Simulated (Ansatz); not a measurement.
# SiH2O (built from SMILES O[SiH]): a saddle search

Aim: find the first-order saddle near the start with the program's own search, from a guess of the mode.

Method: PBE0-D4/def2-SVP; program: Ansatz 0.2.0, Gaussian basis.

### 1 Starting geometry

The start, a known saddle point with all atoms moved at random by about 0.06 Å a coordinate: 4 atoms, charge 0, spin multiplicity 1.

Atoms are counted from 1 here; the program's logs count them from 0.

Bond lengths: H1–Si3 1.583 Å, O2–Si3 1.555 Å, Si3–H4 1.394 Å. Angles: H1–Si3–O2 57.5°, H1–Si3–H4 171.4°, O2–Si3–H4 126.1°.

Coordinates:

```xyz
4
charge 0, multiplicity 1
H    -1.3428    0.1217    0.1259
O    -0.4415   -0.1251   -1.0608
Si    0.2267    0.0887    0.3270
H     1.5738   -0.1059    0.6282
```

### 2 The search

run/in.yaml reads:

```yaml
crystal:
  periodic: [false, false, false]
  atoms:
    - {symbol: H, position_ang: [-1.342810, 0.121750, 0.125895]}
    - {symbol: O, position_ang: [-0.441510, -0.125084, -1.060776]}
    - {symbol: Si, position_ang: [0.226693, 0.088731, 0.327018]}
    - {symbol: H, position_ang: [1.573779, -0.105935, 0.628240]}
basis:
  gaussian: {orbitals: def2-SVP}
hamiltonian: {xc: pbe0, dispersion: d4}
saddle:
  f_tol: 0.05
  max_steps: 40
  mode_guess:
    - [-0.0047, 0.0914, 0.6660]
    - [0.2719, -0.0758, -0.4212]
    - [-0.0919, -0.0655, -0.4503]
    - [-0.1754, 0.0499, 0.2055]
```

Launch:

```bash
> ansatz run in.yaml --threads 2 --pin off --events-out ev --progress --plain --max-ram 4352MiB
```

Before running it: what results should come out? Wanted: energy change; last largest force; RMSD from the start; RMSD from the known saddle.

**Answer**, as computed:

| quantity | value |
| --- | --- |
| steps | 8 |
| energy change | -24.6 kJ/mol |
| last largest force | 0.0018 eV/Å |
| RMSD from the start | 0.071 Å |
| RMSD from the known saddle | 0.015 Å |

In words: It converged in 8 steps at a force tolerance of 0.05 eV/Å. It is back at the known saddle, up to the shift that another level brings.
